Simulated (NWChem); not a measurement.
All runs are NWChem calculations. System: acetylene (C2H2), charge 0, spin multiplicity 1, at a geometry optimised with PBE0/def2-SVP. Level: CR-CCSD(T)/def2-SVP, 2 core orbitals frozen.

The NWChem input:

```
start mol
memory heap 100 mb stack 700 mb global 1900 mb
geometry units angstroms nocenter noautoz
  C      0.000000     0.000000    -0.604265
  C      0.000000     0.000000     0.604265
  H      0.000000     0.000000    -1.679242
  H      0.000000     0.000000     1.679242
  symmetry group D2h
end
basis spherical
  * library def2-svp
end
scf
  rhf
  nopen 0
  maxiter 100
  thresh 1e-7
  semidirect memsize 60000000 filesize 0
end
tce
  freeze core 2
  cr-ccsd(t)
  2eorb
  2emet 13
  thresh 1e-6
  maxiter 100
  tilesize 24
end
task tce energy
```

NWChem printed:

```
             Northwest Computational Chemistry Package (NWChem) 7.3.0
             --------------------------------------------------------

                                NWChem Input Module
                                -------------------

 Scaling coordinates for geometry "geometry" by  1.889725989
 (inverse scale =  0.529177249)

 Turning off AUTOSYM since
 SYMMETRY directive was detected!

                             Geometry "geometry" -> ""
                             -------------------------

 Output coordinates in angstroms (scale by  1.889725989 to convert to a.u.)

  No.       Tag          Charge          X              Y              Z
 ---- ---------------- ---------- -------------- -------------- --------------
    1 C                    6.0000     0.00000000     0.00000000    -0.60426500
    2 C                    6.0000     0.00000000     0.00000000     0.60426500
    3 H                    1.0000     0.00000000     0.00000000    -1.67924200
    4 H                    1.0000     0.00000000     0.00000000     1.67924200

 Effective nuclear repulsion energy (a.u.)      24.6089184991

            Nuclear Dipole moment (a.u.)
            ----------------------------
        X                 Y               Z
 ---------------- ---------------- ----------------
     0.0000000000     0.0000000000     0.0000000000

      Symmetry information
      --------------------

 Group name             D2h
 Group number             26
 Group order               8
 No. of unique centers     2

      Symmetry unique atoms

     1    3


 Summary of "ao basis" -> "" (spherical)
 ------------------------------------------------------------------------------
       Tag                 Description            Shells   Functions and Types
 ---------------- ------------------------------  ------  ---------------------
 *                          def2-svp                  on all atoms

 Summary of "ao basis" -> "ao basis" (spherical)
 ------------------------------------------------------------------------------
       Tag                 Description            Shells   Functions and Types
[...]
            Alpha orbitals :    38
             Beta orbitals :    38
        Alpha frozen cores :     2
         Beta frozen cores :     2
     Alpha frozen virtuals :     0
      Beta frozen virtuals :     0
         Spin multiplicity : singlet
    Number of AO functions :    38
       Number of AO shells :    18
        Use of symmetry is : on
      Symmetry adaption is : on
         Schwarz screening : 0.10D-09

          Correlation Information
          -----------------------
          Calculation type : Coupled-cluster singles & doubles w/ perturbation
   Perturbative correction : Completely renormalized (T)
            Max iterations :      100
        Residual threshold : 0.10D-05
     T(0) DIIS level shift : 0.00D+00
     L(0) DIIS level shift : 0.00D+00
     T(1) DIIS level shift : 0.00D+00
     L(1) DIIS level shift : 0.00D+00
     T(R) DIIS level shift : 0.00D+00
     T(I) DIIS level shift : 0.00D+00
   CC-T/L Amplitude update :  5-th order DIIS
                I/O scheme : Global Array Library
        L-threshold :  0.10D-05
        EOM-threshold :  0.10D-05
 no EOMCCSD initial starts read in
 TCE RESTART OPTIONS
 SLICE:      F
 D4D5:       F
 quantumc:   F
 qrotation:  F
 pwtce:      F
 qducc:      F
 nacto:                         0
 nrotv:                         0
 nrot:                          0

            Memory Information
            ------------------
          Available GA space size is     249035356 doubles
          Available MA space size is     104855596 doubles

 Maximum block size supplied by input
 Maximum block size        24 doubles

 tile_dim =      8

 -------------------------------------------------

 Global array virtual files algorithm will be used

 Parallel file system coherency ......... OK

 4-electron integrals stored in orbital form

 v2    file size   =            50992
 4-index algorithm nr.  13 is used
 imaxsize =       30
 imaxsize ichop =        0


CCSD iterations
 ---------------------------------------------------------
 Iter          Residuum       Correlation     Cpu    Wall
 ---------------------------------------------------------
    1   0.1271808840762  -0.2569047049326     0.3     0.3
    2   0.0400605302140  -0.2647269512911     0.3     0.3
    3   0.0178363849390  -0.2707776676933     0.3     0.3
    4   0.0095149400309  -0.2721313782228     0.3     0.3
    5   0.0053241959131  -0.2729211328064     0.3     0.3
    6   0.0007116041245  -0.2736622140244     0.3     0.3
    7   0.0002580126887  -0.2736946123147     0.3     0.3
    8   0.0001220167004  -0.2736960992363     0.4     0.4
    9   0.0000643325957  -0.2736970570023     0.3     0.3
   10   0.0000355552671  -0.2736982425123     0.5     0.5
   11   0.0000078138603  -0.2736998502341     0.4     0.4
   12   0.0000031096921  -0.2737003752755     0.3     0.3
   13   0.0000015711169  -0.2737006454501     0.4     0.4
   14   0.0000008650516  -0.2737007611359     0.3     0.3
 -----------------------------------------------------------------
 Iterations converged
 CCSD correlation energy / hartree =        -0.273700761135911
 CCSD total energy / hartree       =       -77.035384069581781

 Singles contributions

 Doubles contributions
     8b2g (alpha)     8b2g (beta ) ---     6b3u (alpha)     6b3u (beta )       -0.1021810211
     9b3g (alpha)     9b3g (beta ) ---     7b2u (alpha)     7b2u (beta )       -0.1021810211
 CR-CCSD(T)

 CR-CCSD[T]  correction energy / hartree =        -0.009594989852706
 CR-CCSD[T] correlation energy / hartree =        -0.283295750988617
 CR-CCSD[T] total energy / hartree       =       -77.044979059434482
 CR-CCSD(T)  correction energy / hartree =        -0.009110716717052
 CR-CCSD(T) correlation energy / hartree =        -0.282811477852962
 CR-CCSD(T) total energy / hartree       =       -77.044494786298827

 Task  times  cpu:        7.0s     wall:        7.0s

 Total times  cpu:        7.0s     wall:        7.0s
```
